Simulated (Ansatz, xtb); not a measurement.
**Relaxing a trial structure of CHBN+**

The starting geometry of this gas-phase singlet has its atoms placed at random.

```yaml
atoms:
  - { symbol: C, position_ang: [-0.9581, 0.3824, 1.0939] }
  - { symbol: B, position_ang: [-1.3238, -0.8587, 0.3085] }
  - { symbol: N, position_ang: [0.4642, -0.1686, 1.1271] }
  - { symbol: H, position_ang: [-1.4699, -0.1781, -1.1263] }
```

Problem. One run relaxed it with r2SCAN-D4/def2-SVP. What is a likely outcome?

Solution. It ends as `[BH+]C#N`. Distances that change by over a tenth: C1–N3 (1.53 → 1.18 Å). Contacts that close: B2–H4 (1.59 → 1.19 Å).

The energy falls by 6.48 eV over 13 steps:

```json
{"step": "1", "E − E(last) (eV)": "6.483"}
{"step": "2", "E − E(last) (eV)": "2.669"}
{"step": "4", "E − E(last) (eV)": "1.129"}
{"step": "5", "E − E(last) (eV)": "0.721"}
{"step": "6", "E − E(last) (eV)": "0.569"}
{"step": "8", "E − E(last) (eV)": "0.412"}
{"step": "9", "E − E(last) (eV)": "0.323"}
{"step": "10", "E − E(last) (eV)": "0.190"}
{"step": "12", "E − E(last) (eV)": "0.000"}
{"step": "13", "E − E(last) (eV)": "0.000"}
```

Final geometry (Å):

```xyz
4

C    -0.3767   -0.0765    0.9165
B    -1.2615   -0.3301   -0.2123
N     0.3345    0.1230    1.8309
H    -1.9840   -0.5394   -1.1319
```

From the same start GFN2-xTB reaches the same bonding as this run.

From so rough a start the end depends on the optimiser's path, so another program may land elsewhere. No frequencies were run, so the end isn't proven a minimum. Run with Ansatz 0.2.0, 31 s on 1 thread of AMD EPYC (Zen 3), with other jobs on the host.
